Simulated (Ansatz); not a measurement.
# CH2Al (doublet): wave-function methods side by side, cc-pVTZ

An exercise on one series of results from a longer session: the logs are not shown, and one member is left open.

Method: cc-pVTZ, core rule «outside noble gas», up to 6 orbitals frozen; program: Ansatz 0.2.0, Gaussian basis.

To be run: UHF; CCSD(T) on ROHF; CCSD(T) on UHF; BCCD(T) on ROHF; CCSDT(Q) on ROHF; CCSDT(Q) on UHF; CASSCF and MRCISD+Q, 9 electrons in 10 orbitals; CASSCF and NEVPT2, 9 electrons in 10 orbitals.

9 further runs of the same task are left out: 4 for a known fault of the program, 5 set aside as unsound or not needed.

## The geometry

The geometry is a PBE0/def2-TZVP stationary point (not a proven minimum).

4 atoms, charge 0, spin multiplicity 2.

Atoms are counted from 1 here; the program's logs count them from 0.

Bond lengths: Al1–C2 1.970 Å, Al1–H3 1.584 Å, Al1–H4 1.584 Å. Angles: C2–Al1–H3 117.4°, C2–Al1–H4 117.4°, H3–Al1–H4 125.1°.

Geometry (Å):

```xyz
4

Al    0.0000    0.0000    0.5411
C     0.0000    0.0000   -1.4289
H     0.0000    1.4055    1.2709
H     0.0000   -1.4055    1.2709
```

Set-up of the first run:

Input file in.yaml:

```yaml
crystal:
  periodic: [false, false, false]
  atoms:
    - {symbol: Al, position_ang: [0.000000, 0.000000, 0.541126]}
    - {symbol: C, position_ang: [0.000000, 0.000000, -1.428933]}
    - {symbol: H, position_ang: [0.000000, 1.405499, 1.270943]}
    - {symbol: H, position_ang: [0.000000, -1.405499, 1.270943]}
basis:
  gaussian: {orbitals: cc-pVTZ}
magnetization: {spin_polarized: true, initial_magnetization: 1}
hamiltonian: {xc: hf}
output: {orbitals: {seedname: orbitals}}
```

Started as:

```bash
> ansatz run in.yaml --threads 1 --pin off --events-out ev --progress --plain --max-ram 4096MiB --backend cpu
```

Among the steps run: UHF; CCSD(T) on ROHF; CCSD(T) on UHF; BCCD(T) on ROHF; CCSDT(Q) on ROHF; CCSDT(Q) on UHF; CASSCF and MRCISD+Q, 9 electrons in 10 orbitals; CASSCF and NEVPT2, 9 electrons in 10 orbitals.

One table of the session follows, with a row left open; its other results are not shown here.

```
          method  from RCCSDT(Q) (kJ/mol)
            ROHF                   +588.3
             UHF                   +521.4
            RMP2                   +128.0
            UMP2                   +114.1
           RCCSD                    +22.9
           UCCSD                     +5.3
        RCCSD(T)                     +5.1
        UCCSD(T)                        ?
         BCCD(T)                     +5.1
          RCCSDT                     +0.9
          UCCSDT                    -55.1
       RCCSDT(Q)                        0
       UCCSDT(Q)                    -80.1
  CASSCF valence                   +377.3
  NEVPT2 valence                   +102.2
  MRCISD valence                    +27.2
MRCISD+Q valence                     +4.1
```

Q: Estimate the row for UCCSD(T) from the others.

As computed: from RCCSDT(Q) (kJ/mol): -17.2. In the column «from RCCSDT(Q) (kJ/mol)» it lies between UCCSDT (-55.1) and RCCSDT(Q) (0).

The program flags UCCSD(T), UCCSDT(Q) as in doubt (see the logs), so those rows may rest on another solution; read them beside their warnings.

To keep in mind: The determinant is far from a pure spin state, so its energy mixes those of several spin states (harmless only where they are near-degenerate, as at dissociation). The program flags UCCSD(T), UCCSDT(Q) as in doubt, so those rows may rest on another solution; read them beside their warnings. Restricted and unrestricted rows rest on different reference determinants; where their highest levels disagree by more than a few hundredths of an eV, they describe different states and don't form one ladder.
